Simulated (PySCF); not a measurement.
**Boron: a sound run and one with changed settings**

Sound run: B [He] 2s2 2p1, B⁺ [He] 2s2. Computed with PySCF 2.14 in def2-SVP, with no relativity, point nucleus. The sound run starts from symmetry-adapted Hartree-Fock orbitals and uses a fine grid where one is needed.

Changed run: initial guess minao, at most 3 SCF cycles. This setting is unsound on purpose.

| species | method | sound run (hartree) | changed run (hartree) | converged |
| --- | --- | --- | --- | --- |
| B | UHF | -24.50055 | -24.50017 | no |
| B | r2SCAN | -24.60697 | -24.60694 | no |
| B | TPSS | -24.63985 | -24.63983 | no |
| B⁺ | UHF | -24.20194 | -24.20194 | no |
| B⁺ | r2SCAN | -24.28189 | -24.28189 | no |
| B⁺ | TPSS | -24.31445 | -24.31445 | no |

The SCF was stopped early; the energies are upper bounds that still move, and correlated levels were skipped or rest on poor orbitals.
